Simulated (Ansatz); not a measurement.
Basis-set extrapolation for C₃H₅F (`C/C=C/F`) (PBE0-D4/def2-TZVP geometry, frozen core, Ansatz 0.2.0). Multiplicity 1, RHF reference.

|  | def2-TZVPP | def2-QZVPP |
| --- | --- | --- |
| HF | -216.014380 | -216.024234 |
| MP2 correlation | -0.745656 | -0.801589 |
| CCSD(T) correlation | -0.805134 | not run |

Energies in hartree. Use E(X) = E(∞) + A·exp(−7.88·√X) for Hartree–Fock and E(X) = E(∞) + B·X^(−2.97) for correlation, with X = 3 and 4, and add CCSD(T) minus MP2 of the smaller set to the MP2 limit.

Problem. What is the CCSD(T) energy at the basis-set limit?

Solution. HF limit: -216.024234 + (-0.009854) × 0.13774 = -216.02559. MP2 limit: -0.801589 + (-0.055933) × 0.74074 = -0.84302. Higher-order term: -0.805134 − (-0.745656) = -0.05948. Total: -216.92809 hartree, 2.95 eV below CCSD(T)/def2-TZVPP.
